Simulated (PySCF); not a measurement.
Protonation sites of methoxyethane

Parent: methoxyethane, `CCOC` (C3H8O). Optimised structure (Å), atoms numbered from 1:
```
C     1.2997    0.6179    0.1660
C     0.5102   -0.6767    0.2501
O    -0.8578   -0.4963    0.4929
C    -1.5877   -0.0285   -0.5967
H     2.3750    0.4044    0.0678
H     1.1480    1.2180    1.0760
H     1.0053    1.2303   -0.7000
H     0.8857   -1.2852    1.0880
H     0.6599   -1.2740   -0.6743
H    -2.6489   -0.0188   -0.3095
H    -1.3081    0.9991   -0.8998
H    -1.4732   -0.6850   -1.4834
```

Computed at ωB97X-D3(BJ)/def2-TZVP // PBE0-D3(BJ)/def2-SVP with PySCF (density fitting, grid level 2). ωB97X-D3(BJ) is ωB97X-V with D3(BJ) in place of VV10. Thermal corrections: PBE0-D3(BJ)/def2-SVP frequencies, unscaled, ideal gas at 298.15 K and 1 bar, quasi-RRHO entropy.

```jsonl
{"site": "O3 (ether oxygen)", "product": "CC[OH+]C", "PA / kJ/mol": "819", "GB / kJ/mol": "788"}
```

PA is −ΔH and GB is −ΔG of B + H⁺ → BH⁺ in the gas phase. Sites whose products fell apart, merged with another or lost in a GFN2-xTB screen aren't listed.

In methanol the product from O3 is solvated 250 kJ/mol more strongly than the parent (electrostatics only).

In chloroform the product from O3 is solvated 202 kJ/mol more strongly than the parent (electrostatics only).

Measured values (NIST Chemistry WebBook, evaluated or the median of agreeing entries): proton affinity (−ΔH) 809 kJ/mol (computed 819, difference 10); gas-phase basicity (−ΔG) 781 kJ/mol (computed 788, difference 7).

Structures, frequencies and single points took 4.8 min of wall time on 1 thread of Arm Neoverse V2 (shared host), launched as `OMP_NUM_THREADS=1 python redox_run.py task.json out`.
